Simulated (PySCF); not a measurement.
**Vibration and rotation of SiP**

PBE0 constants of SiP, ²Π (doublet), unpaired electrons π ↑ (basis Si def2-TZVP, P def2-TZVP; no relativity; PySCF 2.14; masses 27.9769 and 30.9738 u):

| Quantity | Value |
| --- | --- |
| ωe | 641.2 cm⁻¹ |
| ωexe | 2.34 cm⁻¹ |
| Be | 0.26772 cm⁻¹ |
| αe | 0.00128 cm⁻¹ |
| De to Si + P | 3.69 eV |

(1) What force constant and bond length do these constants imply?

(2) Estimate the centrifugal constant D from the Kratzer relation and find the Dunham coefficient a1.

The state is the lowest determinant that a PBE0 search found; another state may lie lower at other levels.

Answers

(1) Reduced mass μred = 14.700 u; k = 5.8918×10⁻⁷·μred·ωe² (u, cm⁻¹, mdyn/Å) = 3.56 mdyn/Å; Re = √(16.8576/(μred·Be)) (u, cm⁻¹, Å) = 2.070 Å.

(2) D = 4Be³/ωe² = 1.87e-07 cm⁻¹; a1 = −1 − αeωe/(6Be²) = -2.91.
